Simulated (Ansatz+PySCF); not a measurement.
A calculation with PySCF 2.14.0.

```python
from pyscf import gto, scf

mol = gto.M(atom="""
F 0.000000 0.000000 -1.032340
F 0.000000 0.000000 1.032340
""", basis='sto-3g', charge=0, spin=0)
mf = scf.RHF(mol)
mf.kernel()
print(mf.converged, mf.e_tot, mf.spin_square()[0])
```

The script is written out from the run's settings.

The run gave:

```
Converged                       : yes
Total energy                    : -195.70989 hartree
Spin squared of the determinant : 0.000
Cycles                          : 5
```

Caution: an unrestricted determinant lies well below.
